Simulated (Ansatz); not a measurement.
# BSiH₂ (doublet): from Hartree-Fock to the top rungs at distance Si1–B2 = 1.706 Å, 6-31G

How much of the correlation energy of BSiH₂ (doublet) does each wave-function method recover here?

Program: Ansatz 0.2.0, Gaussian basis. Level of theory: 6-31G, core rule «outside noble gas», up to 6 orbitals frozen. These are calculated values, not measurements.

To be run: UHF; CCSD(T) on ROHF; CCSD(T) on UHF; BCCD(T) on ROHF; CISD; CCSDT(Q) on ROHF; CCSDT(Q) on UHF; CCSDTQ on ROHF; CCSDTQ on UHF; CASSCF and MRCISD+Q, 3 electrons in 3 orbitals; CASSCF and NEVPT2, 3 electrons in 3 orbitals; CASSCF and MRCISD+Q, 9 electrons in 10 orbitals; CASSCF and NEVPT2, 9 electrons in 10 orbitals; Full CI.

1 further run of the same task is left out (for a known fault of the program).

### 1 The system

The geometry derives from a PBE0/def2-TZVP stationary point (not a proven minimum). One bond is set to the value named and the two fragments are kept rigid.

4 atoms, charge 0, spin multiplicity 2.

Atoms are counted from 1 here; the program's logs count them from 0.

Bond lengths: Si1–B2 1.706 Å, B2–H3 1.203 Å, B2–H4 1.203 Å. Angles: Si1–B2–H3 121.5°, Si1–B2–H4 121.5°, H3–B2–H4 117.1°.

### 2 UHF

Contents of in.yaml:

```yaml
crystal:
  periodic: [false, false, false]
  atoms:
    - {symbol: Si, position_ang: [0.000000, 0.000000, 0.565800]}
    - {symbol: B, position_ang: [0.000000, 0.000000, -1.140200]}
    - {symbol: H, position_ang: [0.000000, -1.025810, -1.767989]}
    - {symbol: H, position_ang: [0.000000, 1.025810, -1.767989]}
basis:
  gaussian: {orbitals: 6-31G}
magnetization: {spin_polarized: true, initial_magnetization: 1}
hamiltonian: {xc: hf}
output: {orbitals: {seedname: orbitals}}
```

Launch:

```
$ ansatz run in.yaml --threads 1 --pin off --events-out ev --progress --plain --max-ram 4096MiB --backend cpu
```

The runs that follow: CCSD(T) on ROHF; CCSD(T) on UHF; BCCD(T) on ROHF; CISD; CCSDT(Q) on ROHF; CCSDT(Q) on UHF; CCSDTQ on ROHF; CCSDTQ on UHF; CASSCF and MRCISD+Q, 3 electrons in 3 orbitals; CASSCF and NEVPT2, 3 electrons in 3 orbitals; CASSCF and MRCISD+Q, 9 electrons in 10 orbitals; CASSCF and NEVPT2, 9 electrons in 10 orbitals; Full CI.

Before running them: what should the planned runs give, taken together? Wanted: FCI from the RHF energy; RMP2 from FCI; UMP2 from FCI; RCCSD from FCI; RCCSD(T) from FCI; UCCSD(T) from FCI; RCCSDT(Q) from FCI; UCCSDT(Q) from FCI; NEVPT2 pair from FCI.

**Answer**, as computed:

| quantity | value |
| --- | --- |
| FCI from the ROHF energy | -3.1085 eV |
| RMP2 from FCI | +793.7 meV |
| UMP2 from FCI | +789.3 meV |
| RCCSD from FCI | +92.5 meV |
| RCCSD(T) from FCI | +22.9 meV |
| UCCSD(T) from FCI | +22.8 meV |
| RCCSDT(Q) from FCI | +0.9 meV |
| UCCSDT(Q) from FCI | +0.7 meV |
| NEVPT2 pair from FCI | +724.1 meV |
| MRCISD+Q pair from FCI | +29.0 meV |
| NEVPT2 valence from FCI | +296.7 meV |
| levels within 1 kcal/mol (43 meV) | RCCSD(T), UCCSD(T), BCCD(T), RCCSDT, UCCSDT, RCCSDT(Q), UCCSDT(Q), RCCSDTQ, UCCSDTQ, MRCISD+Q pair, MRCISD valence, MRCISD+Q valence |
| T1 diagnostic | 0.021 |
| effectively unpaired electrons | 1.05 |

**Reading.** RCCSD(T) lands +22.9 meV from the yardstick (0.7 % of the correlation energy). One determinant dominates. Of the multireference levels listed MRCISD+Q valence comes nearest in total energy (+11.0 meV), which doesn't show that its space is the better one. These misses are within one basis, not against nature; the frozen cores of restricted and unrestricted runs differ, which can shift their rows.

Levels on UHF freeze UHF's core orbitals, full CI those of ROHF, so the U rows can settle a little off it for that reason alone.

With open shells the CI space here admits some triples and quadruples, so it is larger than plain CISD.
